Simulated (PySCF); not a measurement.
Diethyl ketone, C5H10O.
Cartesian coordinates in Å at the PBE0-D3(BJ)/def2-TZVP level; atoms count from 1:
```xyz
16
C5H10O angstrom
C      2.4451    0.3400    0.6533
C      1.3316    0.1096   -0.3460
C     -0.0464    0.0772    0.2741
O     -0.2350    0.3787    1.4267
C     -1.1744   -0.3562   -0.6337
C     -2.5493   -0.1836   -0.0252
H      2.4709   -0.4563    1.3989
H      3.4146    0.3743    0.1529
H      2.2976    1.2783    1.1889
H      1.3183    0.8984   -1.1090
H      1.4770   -0.8214   -0.9064
H     -0.9868   -1.4074   -0.8887
H     -1.0795    0.1842   -1.5826
H     -3.3230   -0.5449   -0.7050
H     -2.7496    0.8661    0.1961
H     -2.6285   -0.7314    0.9143
```

All values: wB97X-D/pcSseg-2 (PySCF, non-relativistic), on one gas-phase PBE0-D3(BJ)/def2-TZVP geometry that isn't relaxed in the solvent. The solvent is an IEF-PCM continuum (van der Waals radii × 1.2). Specific hydrogen bonds and non-electrostatic terms are outside this model.

Gas phase at wB97X-D/pcSseg-2: HOMO -9.05 eV, LUMO 1.58 eV, dipole 2.84 D.

What does the continuum do to the energy, the frontier levels and the dipole at wB97X-D/pcSseg-2 in chloroform?

```tsv
solvent	ε	E(solvent) − E(gas) (kcal/mol)	polarisation term (kcal/mol)	distortion of the solute (kcal/mol)	HOMO (eV)	LUMO (eV)	dipole (D)
chloroform	4.711	-3.76	-4.41	0.65	-9.13	1.61	3.65
```

The first energy column is the sum of the next two and covers electrostatics alone.

Which radius a makes the point-dipole formula ΔE = −[(ε − 1)/(2ε + 1)]·μ²/a³ give the value in chloroform, with the gas-phase dipole?

μ = 1.118 au and |ΔE| = 0.00600 Eh give a = 2.22 Å; the farthest nucleus lies 3.44 Å from the centroid of the nuclei, so such a sphere wouldn't even hold the nuclei. The formula assumes a rigid point dipole at the centre of a sphere.

Give the dipole vector in the frame of the coordinates (D, pointing from negative to positive charge), gas and chloroform.

Gas (0.44, -0.71, -2.71), solvent (0.57, -0.91, -3.49). Its length changes by +29 % and its direction by less than 1°.

The pairwise dispersion term of wB97X-D wasn't added to the energies; at a given geometry it leaves orbitals and properties as they are.
